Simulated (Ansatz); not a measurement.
Input file:

```yaml
crystal:
  periodic: [false, false, false]
  atoms:
    - {symbol: In, position_ang: [0.000000, -0.005666, -0.035533]}
    - {symbol: H, position_ang: [0.000000, 1.794437, 2.483365]}
    - {symbol: H, position_ang: [0.000000, -1.148959, 1.564285]}
basis:
  gaussian: {orbitals: def2-mTZVP}
total_charge: 1
magnetization: {spin_polarized: false, initial_magnetization: 2}
correlation: {method: fci, electrons: outside_noble_gas}
```

```sh
$ ansatz run in.yaml --threads 1 --pin off --events-out ev --progress --plain --max-ram 2393MiB
```

Log:

```
869 factors; integrals over basis functions are off by at most 1.8e-7 eV
mean field evaluation 1: about -5169.6373 eV, gradient 6.1e0 eV
mean field evaluation 2: about -5169.6531 eV, gradient 6.1e0 eV
mean field evaluation 4: about -5170.2698 eV, gradient 6.8e-1 eV
mean field evaluation 8: about -5170.2826 eV, gradient 2.4e-1 eV
mean field evaluation 16: about -5170.3002 eV, gradient 8.8e-3 eV
mean field evaluation 32: about -5170.2158 eV, gradient 5.7e-1 eV
mean field -5170.30017173 eV, -190.0050267556 hartree, gradient 7.2e-6 eV, S^2 2.000000; 2 other end points of the search recorded, 0 dependent functions left out
9 core orbitals not correlated: weight in the atoms' cores, before any rotation towards them, 0.999 or more for the frozen orbitals, at most 0.000 for the correlated occupied ones
reference -5170.30017173 eV, -190.0050267556 hartree; 3, 1 occupied and 30, 32 virtual orbitals, 869 factors
state -5171.60625127 eV, -190.0530242936 hartree
Total energy: -5171.60625127 eV, -190.0530242936 hartree
```

Natural occupations: 1.9159 0.9999 0.9906 0.0420 0.0219 0.0211 0.0024 0.0015 0.0014 0.0013 0.0007 0.0003 0.0002 0.0001 0.0001 0.0001 0.0001 0.0001 0.0000 0.0000 0.0000 0.0000 0.0000 0.0000.

Ran on 1 thread of Arm Neoverse V2, shared host: 1.2 s wall, 0.23 GiB peak host memory.
